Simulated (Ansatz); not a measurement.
Which method gave which barrier?

Saddle point of Si2H8S, closed shell (Si₂H₆S ([SiH3][SiH2][SH]) + H₂ → Si₂H₆ ([SiH3][SiH3]) + H₂S; bonds formed: Si1–H7, S2–H6; bonds broken: Si1–S2, H6–H7), PBE0-D4/def2-TZVP structure:

Si1  (-0.801, -0.241, 0.298)
S2  (0.817, -1.641, -1.056)
H3  (-1.839, -0.637, -0.694)
H4  (-1.639, -0.050, 1.532)
Si5  (0.464, 1.654, -0.192)
H6  (0.577, -1.436, 0.646)
H7  (0.187, -1.071, 1.440)
H8  (-0.004, -2.704, -1.060)
H9  (0.346, 1.931, -1.645)
H10  (0.010, 2.834, 0.589)
H11  (1.883, 1.360, 0.141)
(Å)

Ansatz 0.2.0; basis: def2-TZVPP, with def2-QZVPP for the basis limit; cores frozen in the correlated methods. Extrapolation: Hartree–Fock as exp(−7.88 √X), correlation as X^−2.97. Four methods, as single points on the PBE0-D4 structures, gave these electronic barriers from the start structure: 47.90, 51.81, 58.77, 72.90 kcal/mol.

Problem. The methods were, in alphabetical order, CCSD(T), HF, PBE-D4, r2SCAN-D4. Which gave which? (Judge from chemistry; the calculation decides.)

Solution. The calculation gives: PBE-D4 47.90; r2SCAN-D4 51.81; CCSD(T) 58.77; HF 72.90 kcal/mol. For comparison, CCSD(T) at an estimated basis limit (MP2 extrapolated from triple and quadruple zeta, plus CCSD(T) − MP2 in triple zeta) gives 57.93 kcal/mol.

T1 diagnostic: at most 0.015.

Labels in which every atom is bracketed show which atoms are joined, not bond orders.

For scale, one of the runs: CCSD(T)/def2-TZVPP, 238 basis functions, launched by `ansatz run in.yaml --threads 4 --pin off --events-out ev --progress --plain --max-ram 9574MiB`. Time: 63 s of wall clock on 4 CPU threads of an Arm Neoverse V1; the host was shared. Peak host memory: 4 GiB.
